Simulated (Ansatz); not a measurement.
This Ansatz (a quantum-chemistry and plane-wave program) input (MP2/cc-pwCVQZ) gives -499.56268 Eh with 283 basis functions. A basis named .json is the Basis Set Exchange file of that set (core-valence sets with the plain set on hydrogen).

Ansatz 0.2 input:
```yaml
crystal:
  periodic: [false, false, false]
  atoms:
    - {symbol: C, position_ang: [0.00819413, 0.01326082, -1.13371283]}
    - {symbol: Cl, position_ang: [-0.00477402, -0.00772595, 0.66051769]}
    - {symbol: H, position_ang: [0.01747178, 1.04777215, -1.46340501]}
    - {symbol: H, position_ang: [0.89974992, -0.50396843, -1.47517859]}
    - {symbol: H, position_ang: [-0.88522815, -0.49202752, -1.48794019]}
basis:
  gaussian:
    orbitals: cc-pwCVQZ.json
magnetization: {spin_polarized: false}
correlation: {method: mp2, electrons: outside_noble_gas}
```

Change:
```diff
- correlation: {method: mp2, electrons: outside_noble_gas}
+ correlation: {method: mp2, frozen_orbitals: {C: 0, Cl: 1, H: 0}}
```

Question: What does the run give now?

Answer: -499.93818 Eh (MP2/cc-pwCVQZ, 283 functions), a change of -375.50 mEh.
